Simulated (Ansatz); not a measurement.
bcc Cs was calculated with r²SCAN (plane waves, PAW; Ansatz, an electronic-structure program).

Run with plane-wave cutoff 500 eV, 2×2×2 k mesh, Fermi–Dirac smearing 0.1 eV, cell of 250 sites, scalar-relativistic PAW data made under PBE.

Problem. Estimate the vacancy formation energy and vacancy formation energy before relaxation that the calculation returns.

Solution. 
- vacancy formation energy = 0.29 eV
- vacancy formation energy before relaxation = 0.35 eV

Note: energies are extrapolated to zero smearing, and mesh and cell size move such values by some hundredths of an eV or more.

Spin–orbit coupling is not included.

Computed values are for the static lattice.
